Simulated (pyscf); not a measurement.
Four-centre exchange: H₂B–OH (SMILES BO) + H₂ (SMILES [H][H]) -> H₂B–OH (SMILES BO) + H₂ (SMILES [H][H])

Gas phase, singlet surface, charge 0. Bonds broken: O2–H6, H5–H7. Bonds formed: O2–H5, H6–H7. Single points on ωB97X-D3(BJ)/def2-SVP structures (PySCF, gas phase).

Transition state (Å):

```xyz
7

B      0.1419    -1.2873     0.0143
O      0.3468    -0.1709     0.7399
H     -0.4719    -2.2071     0.5138
H      0.5771    -1.3399    -1.1171
H      0.7932     1.0296     0.9600
H      0.2572     0.5858     1.7927
H      0.6575     1.5322     1.8476
```

One imaginary mode, 2615i cm⁻¹; descent along it reached the two sides named.

```tsv
bond	change	reactant side (Å)	saddle	product side
O2–H6	breaks	0.964	1.300	2.561
H5–H7	breaks	0.761	1.029	3.5
O2–H5	forms	2.546	1.300	0.964
H6–H7	forms	3.5	1.029	0.761
```

Electronic energies relative to the separated reactants (kJ/mol):

```tsv
level	barrier	reaction energy	reverse barrier
ωB97X-D3(BJ)/def2-TZVP	306.4	0.0	306.4
PBE/def2-TZVP	262.5	0.0	262.5
r²SCAN/def2-TZVP	284.1	0.0	284.1
B3LYP-D3(BJ)/def2-TZVP	293.3	0.0	293.3
PBE0-D3(BJ)/def2-TZVP	286.9	0.0	286.9
M06-2X/def2-TZVP	311.2	0.0	311.2
ωB97M-D3(BJ)/def2-TZVP	299.6	0.0	299.6
HF/def2-TZVP	390.2	0.0	390.2
```

With ωB97M-D3(BJ)/def2-TZVP energies and thermal terms (ideal gas, 1 atm, RRHO with modes under 100 cm⁻¹ raised to 100, one conformer, R ln 2 for chiral ones without a mode under 150 cm⁻¹), in kJ/mol:

| T (K) | ΔH‡ | ΔG‡ | ΔH | ΔG |
|---|---|---|---|---|
| 298 | 290.9 | 324.6 | 0.0 | 0.0 |
| 600 | 288.3 | 360.0 | 0.0 | 0.0 |
| 900 | 288.4 | 395.9 | 0.0 | 0.0 |
| 1200 | 290.0 | 431.5 | 0.0 | 0.0 |

The same reactants have a lower exit, to BH₃ + H₂O (barrier +162.6 kJ/mol at ωB97M-D3(BJ)/def2-TZVP, against +299.6 kJ/mol here). Another saddle between the same species, by other bonds, lies lower (120.2 kJ/mol against 299.6 kJ/mol at ωB97M-D3(BJ)/def2-TZVP).
